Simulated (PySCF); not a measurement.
Ionisation of nitric oxide

Parent: nitric oxide, `[N]=O` (NO•, doublet). Non-hydrogen atoms are numbered in `[N:1]=[O:2]`.

These are calculated values, ωB97X-D3(BJ)/ma-def2-TZVP in PySCF (grid level 2) at geometries from PBE0-D3(BJ)/def2-SVP. ωB97X-D3(BJ) is ωB97X-V with D3(BJ) in place of VV10. Thermal corrections: PBE0-D3(BJ)/def2-SVP frequencies, unscaled, ideal gas at 298.15 K and 1 bar, quasi-RRHO entropy.

Frontier levels of the parent: HOMO -8.89 eV, LUMO -0.20 eV.

Oxidation to the singlet cation:
* Vertical ionisation energy (electronic): 10.06 eV
* Adiabatic ionisation energy (with zero-point energy): 9.57 eV
* Adiabatic, electronic part: 9.54 eV
* Vertical gap at the product's structure: 9.07 eV
* Inner reorganisation energy (four-point): 995 meV
* Relaxation of product / of parent: 526 / 469 meV
* Largest changes of atomic charge: N1 0.57, O2 0.43
* Distances that move most (Å): N1–O2 1.142 → 1.060
* Potential in dichloromethane: 6.47 V absolute, 1.77 V against Fc+/Fc computed at 4.70 V (solvation -2 → -304 kJ/mol)

Vertical ionisation energy to the triplet cation: 16.87 eV. This state was not relaxed.

Solvents are IEF-PCM continua (electrostatics only, gas-phase structures); absolute potentials refer to an electron at rest in vacuum. Fc+/Fc in dichloromethane, 4.70 V, is ωB97X-D3(BJ)/ma-def2-TZVP on PBE0-D3(BJ)/def2-SVP structures with GFN2-xTB thermal terms. Benchmark calculations put it near 5.0 V in acetonitrile and DMSO, so it is about 0.3 V low, and the value against it can read up to that much too high.

Measured values (NIST Chemistry WebBook, evaluated or the median of agreeing entries): adiabatic ionisation energy 9.26 eV (computed 9.57, difference 0.30).

Differences come from unrounded values, so a last digit can differ from that of the printed terms.
